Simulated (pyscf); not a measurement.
PySCF, gas phase, ωB97X-D3(BJ)/def2-SVP geometries. Correlated levels are frozen-core, on RHF or UHF. ΔMP2 is the change of the MP2 total energy from the triple- to the quadruple-zeta basis.

SMILES: O[SiH2]I
```xyz
6

O     -1.0352    -0.1798    -0.4064
Si     0.5682    -0.0243    -0.0259
I      0.9016     1.7555     1.6031
H     -1.4959     0.5962    -0.7430
H      1.4018     0.3394    -1.2012
H      0.9925    -1.3031     0.5819
```
Charge 0, spin multiplicity 1.

Question: How much does it cost (ΔH, 298 K, CCSD(T)/def2-TZVPP + ΔMP2(QZVPP)) to split `[OH][SiH2][I]` at its O–Si bond into OH• + •H₂Si–I?

Answer: O–Si to OH• + •H₂Si–I: 518.7 kJ/mol. The CCSD(T) − MP2 part came from Ansatz, without density fitting, on the same reference. The frozen core leaves the outer d or s,p core shells of the metals and heavy elements correlated in the MP2 and CC values, and def2-TZVPP describes them poorly, which can shift differences by a few kcal/mol. Left out: the spin-orbit lowering of OH. Elements past Kr carry the def2 core potentials, without spin-orbit coupling.
